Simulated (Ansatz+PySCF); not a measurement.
Values are calculated unless marked as measured or tabulated.
## Ansatz (development build ahead of 0.2.0) run

```yaml
crystal:
  periodic: [false, false, false]
  atoms:
    - { symbol: C, position_ang: [0.0, -0.11814, -1.06891] }
    - { symbol: C, position_ang: [0.0, 0.30846, 0.31158] }
    - { symbol: O, position_ang: [0.0, -0.73657, 1.18512] }
    - { symbol: H, position_ang: [0.0, -0.34805, 2.07165] }
    - { symbol: H, position_ang: [0.0, -1.1672, -1.32947] }
    - { symbol: H, position_ang: [0.0, 0.64226, -1.83581] }
    - { symbol: O, position_ang: [0.0, 1.41924, 0.66584] }
basis:
  gaussian: { orbitals: cc-pVTZ }
magnetization:
  spin_polarized: true
  initial_magnetization: 1
hamiltonian:
  xc: hf
correlation:
  method: mp2
  frozen_orbitals: { C: 1, H: 0, O: 1 }
output:
  forces: true
```

The input is written out in the form of the current development build from the run's settings.

Output:

```yaml
Converged: yes
Reference_energy: -227.27562 hartree
Correlation_energy: -0.75595 hartree
Total_energy: -228.03157 hartree
Spin_squared_of_the_determinant: 0.784
Stability_test: minimum
Occupied_orbitals_by_symmetry_in_an_Abelian_subgroup_alpha;_beta: 13 A' 3 A''; 13 A' 2 A''
```

Forces (eV/Å):
| atom | Fx | Fy | Fz |
| --- | --- | --- | --- |
| C1 | 0.000 | -0.552 | -0.725 |
| C2 | 0.000 | -3.206 | -0.354 |
| O3 | 0.000 | -0.356 | -0.220 |
| H4 | 0.000 | 0.093 | -0.100 |
| H5 | 0.000 | 0.192 | 0.035 |
| H6 | 0.000 | -0.113 | 0.166 |
| O7 | 0.000 | 3.942 | 1.198 |
